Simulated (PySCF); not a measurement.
How exact exchange moves a shielding

Molecule: SMILES C1(F)CCCC1, C$_{5}$H$_{9}$F.

Geometry (Å), atoms numbered from 1 in this order:
```xyz
15

F    -1.041   -0.065    1.784
C    -1.187    0.061    0.411
C    -0.348    1.232   -0.065
C     1.092    0.695   -0.044
C     0.968   -0.844   -0.163
C    -0.538   -1.134   -0.259
H    -2.264    0.166    0.201
H    -0.500    2.121    0.564
H    -0.661    1.493   -1.089
H     1.583    0.966    0.902
H     1.700    1.131   -0.851
H     1.516   -1.245   -1.028
H     1.389   -1.329    0.730
H    -0.840   -2.078    0.217
H    -0.870   -1.170   -1.309
```

GIAO shieldings (ppm, equivalent atoms averaged) in PySCF 2.14 on the PBE0-D3(BJ)/def2-SVP geometry, basis pcSseg-1, gas phase, non-relativistic:

```tsv
functional	exact exchange (%)	σ(F1)	σ(C2)
BLYP	0	359.1	73.7
BP86	0	363.0	79.5
PBE	0	360.6	79.9
PBE0	25	380.4	88.1
mPW1PW91	25	380.9	87.2
BHandHLYP	50	394.3	89.9
HF	100	417.4	104.5
```

**Question.** Fit each shielding as a line in the percentage of exact exchange.

**Answer.** σ(F1) = 363.0 + 0.57 x (rms 2.9 ppm); σ(C2) = 78.6 + 0.26 x (rms 2.5 ppm). The functionals also differ in their semilocal parts, which the line can't hold; Hartree–Fock has no correlation at all.

**Question.** What does the line predict for B3LYP (20 %), and what does the run give?

**Answer.** σ(F1): 374.4 predicted, 376.0 computed; σ(C2): 83.8 predicted, 80.8 computed ppm.
